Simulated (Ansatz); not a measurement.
Consider the substitution at a C–S bond: `C=CCCS` + H–F → `C=CCCF` + H₂S.

Computed with Ansatz on PBE0-D4/def2-TZVP structures; ΔE is electronic, products minus reactants. CCSD(T)/CBS is the MP2 limit (def2-TZVPP, def2-QZVPP) plus CCSD(T) − MP2 in def2-TZVPP, frozen cores. This one scheme is used for every species. Functionals use def2-TZVPP. B3LYP here is the variant with VWN-RPA as its local correlation; programs differ in this. Each species was taken in one conformer, which may not be the lowest.

```tsv
level	ΔE (kJ/mol)
r2SCAN-D4	20.0
B2PLYP	17.0
B3LYP	6.1
HF/def2-TZVPP	-5.1
SCS-MP2/def2-TZVPP	28.0
HF/def2-QZVPP	-4.8
MP2/def2-QZVPP	43.9
CCSD/CBS(def2)	28.4
```

(1) What does CCSD(T)/CBS give? (Estimate.)

Largest T1 diagnostic among the species: 0.011.

Results:

(1) The calculation gave: +33.0 kJ/mol. The listed levels differ from it by -13.0, -16.0, -26.9, -38.1, -5.0, -37.8, 10.9, -4.6 kJ/mol.

The D4 term adds +12.9 kJ/mol with B3LYP and +7.0 kJ/mol with PBE0; it sums over pairs of atoms, weighted by their polarisabilities, and B3LYP, whose exchange is more repulsive, gets the larger term. In def2-TZVPP, CCSD(T) changes the Hartree–Fock value by +31.4 kJ/mol (the triples alone add +4.6 kJ/mol) and MP2 by +45.0 kJ/mol.
